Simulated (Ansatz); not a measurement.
# Bulk modulus B0 of elemental metals

Method: RPBE in Ansatz (PAW). References are measured values corrected to a static lattice. The table is a random draw of 8 from 27 solids with such references.

Values in GPa.

| solid | reference | RPBE | error (%) |
|---|---|---|---|
| bcc Li | 13.8 (13.1–13.9) | 13.3 | -3.6 |
| hcp Tl | 37.4¶ | 19.5 | -48 |
| fcc Au | 182 | 121 | -34 |
| bcc Cs | 2.11 (2.11–2.35) | 1.65 | -22 |
| hcp Re | 369 | ? | ? |
| fcc Pb | 47 | 34.6 | -26 |
| bcc Ta | 198 | 186 | -6.1 |
| fcc Cu | 144 | 124 | -13.9 |

Q: Estimate the withheld RPBE value.

A: The errors of the other rows run from -48 % to -3.6 %, with a median of -22 %; carried to the reference 369 it gives 288 GPa. The run gives 353 GPa (-4.3 %), +23 % from the estimate; the row was drawn at random, and such an estimate is rough. Over these 8 solids the mean error is -19.7 %, the mean absolute error 19.7 % (median 17.8 %), and the worst case hcp Tl at -48 %; the value is below the reference in 8 of 8 cases. Over all 27, from unrounded values, the mean error is -15.9 % and the mean absolute error 16.5 % (median 12.3 %). Caveats on values not shown: the cell is over a tenth larger than the published one: the level's own overestimate first of all, though another phase or state, or a fault of the published cell, is possible (2).

All these references are brought to a static lattice.

Spin–orbit coupling is left out, also for the solids with elements from indium on (hcp Tl, fcc Au, bcc Cs, hcp Re, fcc Pb, bcc Ta); its size isn't shown.

¶ marks references of a special kind: hcp Tl, 37.4 GPa (measured, copied from a table, unchecked, extrapolated to 0 K and zero-point effects removed; as tabulated in Lejaeghere et al. (2013), arXiv:1204.2733).

In Ansatz's fits of the non-cubic solids, shape and atoms are relaxed at each volume.

Brackets give the range of the sources taken for a reference, where it is wide; it can hold other temperatures.

Differences are worked out from the printed values.

Each level is taken at its own relaxed cell. Caveats: the cell is over a tenth larger than the published one: the level's own overestimate first of all, though another phase or state, or a fault of the published cell, is possible (hcp Tl, bcc Cs). Ansatz's density-functional and Hartree–Fock values are scalar-relativistic unless marked +SOC, with PAW data made under PBE.

Ansatz's runs of these crystals have no spin polarisation.

Not in this set, of the elemental metals with a reference value in our tables and a result at some level: 8 for no value at RPBE (not run, a failed fit, an unstable or unbound cell, or a value held back for tests); 6 for sources at odds; 3 for a reference at room or unstated temperature. These can be a level's best or worst cases. Solids without a released value at any level aren't counted. Layered and molecular crystals are counted apart. The metals Ce to Yb are counted apart.

References as tabulated in Levämäki et al. (2014), arXiv:1402.3671; Mejia-Rodriguez and Trickey (2018), arXiv:1807.09216; Lejaeghere et al. (2013), arXiv:1204.2733; doi:10.1021/acs.jctc.3c00612.

Ansatz is a program for electronic structure.
